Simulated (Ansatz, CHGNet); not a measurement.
bcc Rb, cohesive energy

Reference value: 0.86 eV/atom (measured, static lattice: zero-point vibration energy added; as tabulated in Mejia-Rodriguez and Trickey (2018), arXiv:1807.09216).

| level (code) | value (eV/atom) | cell (Å³/atom) | error (eV/atom) |
|---|---|---|---|
| CHGNet 0.3.0 | 0.33 | 82.55 | -0.53 |
| PBE (Ansatz) | 0.77 | 91.13 | -0.09 |
| r²SCAN (Ansatz) | 0.75 | 94.90 | -0.11 |
| PBE0 (Ansatz) | 0.72 | 94.28 | -0.14 |

Leaving aside CHGNet 0.3.0 (doubt noted below): Once the reference is moved by up to 0.03 eV/atom (a margin picked here for doubts on the reference and the settings) and values within 0.03 eV/atom count as equal, the nearest can be PBE (-0.09 eV/atom) or r²SCAN (-0.11 eV/atom). Within 0.2 eV/atom: PBE, r²SCAN, PBE0.

CHGNet 0.3.0: free atoms can lie outside what these potentials were trained on. Each level is taken at its own relaxed cell. Cutoffs and k meshes differ between the levels. Ansatz's density-functional and Hartree–Fock values are scalar-relativistic unless marked +SOC, with PAW data made under PBE.

Machine-learned potentials (CHGNet 0.3.0) are trained on DFT data: a solid inside that data is no test of them.

Differences are worked out from the printed values.

Ansatz is a quantum-chemistry and plane-wave program.
